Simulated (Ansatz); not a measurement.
Rock-salt NaI: Voigt–Reuss–Hill bulk modulus by level of theory

No measured value is used here.

```json
[
 {"level (code)": "B3LYP (VWN-RPA form) (Ansatz)", "value (GPa)": "(withheld)", "cell (Å³/atom)": "35.74"},
 {"level (code)": "LC-ωPBE (Ansatz)", "value (GPa)": "17.4", "cell (Å³/atom)": "33.14"},
 {"level (code)": "r²SCAN0 (Ansatz)", "value (GPa)": "17.4", "cell (Å³/atom)": "33.40"},
 {"level (code)": "r²SCANh (Ansatz)", "value (GPa)": "17.2", "cell (Å³/atom)": "33.59"}
]
```

### Question
Complete the blanks.

### Answer

- B3LYP (VWN-RPA form) (Ansatz, a quantum-chemistry and plane-wave program), value (GPa): 14.4

Each level is taken at its own relaxed cell. Cutoffs differ between the levels. Ansatz's density-functional and Hartree–Fock values are scalar-relativistic unless marked +SOC, with PAW data made under PBE.
